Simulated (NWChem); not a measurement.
**SiCl2 (SMILES Cl[Si]Cl): a first try and a second**

Wanted: energy and one-electron properties of SiCl2, revTPSS/6-31G (density fitting).

The calculation is run with NWChem 7.3.0.

1 further run of the same task is left out (set aside as unsound or not needed).

### 1 The system as given

SiCl2: 3 atoms, total charge 0, spin state singlet. SMILES: `Cl[Si]Cl`. The shape is that of a PBE0-D4/def2-TZVP optimisation.

Bond lengths: Cl1–Si2 2.077 Å, Si2–Cl3 2.077 Å. Angles: Cl1–Si2–Cl3 101.3°.

### 2 Try one

The input, struct.nw:

```
start struct
memory stack 880 mb heap 220 mb global 1100 mb

geometry units angstroms noautosym nocenter noautoz
Cl     0.293800     1.603800     0.338000
Si    -0.770100    -0.010400    -0.422000
Cl     0.476300    -1.593400     0.084000
end

basis spherical
* library 6-31G
end

basis "cd basis" spherical
* library "dgauss a2 dft coulomb fitting"
end

dft
xc mgga_x_revtpss mgga_c_revtpss
mult 1
grid medium
convergence energy 1e-07
direct
iterations 2
mulliken
print low
end

property
efieldgrad
electrondensity
mulliken
end

task dft property
```

Started as:

```bash
$ nwchem struct.nw > struct.out
```

Log:

```text
Northwest Computational Chemistry Package (NWChem) 7.3.0
             --------------------------------------------------------

           Job information
           ---------------

    nwchem branch   = 7.3.0
    use scalapack   = T
    input           = struct.nw
    prefix          = struct.
    data base       = ./struct.db
    status          = startup
    nproc           =        1

           Memory information
           ------------------

    heap     =     28835836 doubles =      220.0 Mbytes
    stack    =    115343361 doubles =      880.0 Mbytes
    global   =    144179200 doubles =     1100.0 Mbytes (distinct from heap & stack)
    total    =    288358397 doubles =     2200.0 Mbytes
    verify   = yes
    hardfail = no

           Directory information
           ---------------------

  0 permanent = .
  0 scratch   = .

[... 25 lines left out ...]
            Nuclear Dipole moment (a.u.)
[... 50 lines left out ...]
  convergence criterion.
[... 44 lines left out ...]
   convergence    iter        energy       DeltaE   RMS-Dens  Diis-err    time
[... 4 lines left out ...]
      Calculation failed to converge
[... 2 lines left out ...]
         Total DFT energy =    -1209.487738016262
      One electron energy =    -2006.047141153372
           Coulomb energy =      704.563749524748
    Exchange-Corr. energy =      -76.866364963220
 Nuclear repulsion energy =      168.862018575582
[... 15 lines left out ...]
     -------------------------------------------
      Total Density - Lowdin Population Analysis
     -------------------------------------------

    Atom       Charge   Shell Charges
 -----------   ------   -------------------------------------------------------
    1 Cl  17    17.23   2.00  2.00  5.91  1.21  3.49  0.67  1.95
    2 Si  14    13.54   2.00  1.99  5.86  1.08  1.29  0.68  0.63
    3 Cl  17    17.23   2.00  2.00  5.91  1.21  3.49  0.67  1.95
 ------------------------------------------------------------------------
 hnd_property: energy failure                 555
 ------------------------------------------------------------------------
 ------------------------------------------------------------------------
  current input line :
    35: task dft property
 ------------------------------------------------------------------------
 ------------------------------------------------------------------------
 This type of error is most commonly associated with calculations not reaching convergence criteria
 ------------------------------------------------------------------------

0:hnd_property: energy failure:Received an Error in Communication
  Errorcode: 555
```

Run time: 1.1 s. Hardware: 1 thread of AMD EPYC 9R45 (Zen 5), shared host; peak memory 0.2 GiB.

### 3 What went wrong

The iterations ended before the threshold was met.

The telling line is `This type of error is most commonly associated with calculations not reaching convergence criteria`. The cause is that the iteration cap is too low for convergence. To mend it: iteration cap at its default in place of 2.

### 4 The mended input

The input, struct.nw:

```
start struct
memory stack 880 mb heap 220 mb global 1100 mb
charge 0
geometry noautosym nocenter noautoz
  Cl       0.293800       1.603800       0.338000
  Si      -0.770100      -0.010400      -0.422000
  Cl       0.476300      -1.593400       0.084000
end
basis spherical
  * library 6-31G
end
basis "cd basis" spherical
  * library "dgauss a2 dft coulomb fitting"
end
dft
  xc mgga_x_revtpss mgga_c_revtpss
  grid medium
  convergence energy 1e-07
  direct
  mulliken
end
property
  efieldgrad
  electrondensity
  mulliken
  moldenfile
  molden_norm janpa
end
task dft property
```

Started as:

```bash
$ nwchem struct.nw > struct.out
```

Log:

```text
[...]
          Wavefunction type:  closed shell.
          No. of atoms     :     3
          No. of electrons :    48
[...]
          Charge           :     0
          Spin multiplicity:     1
[...]
          AO basis - number of functions:    39
[...]
              XC Information
              --------------
          Using LibXC version      7.1.2
                                    mgga_x_revtpss  1.000
                                    mgga_c_revtpss  1.000
[...]
 d= 0,ls=0.0,diis     1  -1209.6421573249 -1.38D+03  4.79D-02  3.26D-01     0.4
[...]
 d= 0,ls=0.0,diis     9  -1209.7147390185 -6.20D-08  2.57D-07  2.34D-11     2.1
         Total DFT energy =    -1209.714739018526
      One electron energy =    -2008.059722408545
           Coulomb energy =      706.565924943979
    Exchange-Corr. energy =      -77.082960129543
 Nuclear repulsion energy =      168.862018575582
[...]
      Total Density - Mulliken Population Analysis
     ---------------------------------------------
    Atom       Charge   Shell Charges
 -----------   ------   -------------------------------------------------------
    1 Cl  17    17.24   2.00  2.00  5.97  1.40  3.67  0.60  1.60
    2 Si  14    13.51   2.00  2.00  5.96  1.34  1.42  0.66  0.14
    3 Cl  17    17.24   2.00  2.00  5.97  1.40  3.67  0.60  1.60
[...]
```

Run time: 2.7 s. Hardware: 1 thread of AMD EPYC 9R45 (Zen 5), shared host; peak memory 0.11 GiB.

Atomic charges (e):

```
atom  Mulliken  Löwdin
 Cl1    -0.243  -0.190
 Si2    +0.485  +0.370
 Cl3    -0.243  -0.190
```

### 5 Outcome

Level: revTPSS/6-31G (density fitting).

| quantity | value |
| --- | --- |
| total energy | -1209.71474 Eh |
| dipole moment | 1.22 D |
| HOMO energy | -7.65 eV |
| LUMO energy | -4.74 eV |
| HOMO–LUMO gap | 2.92 eV |
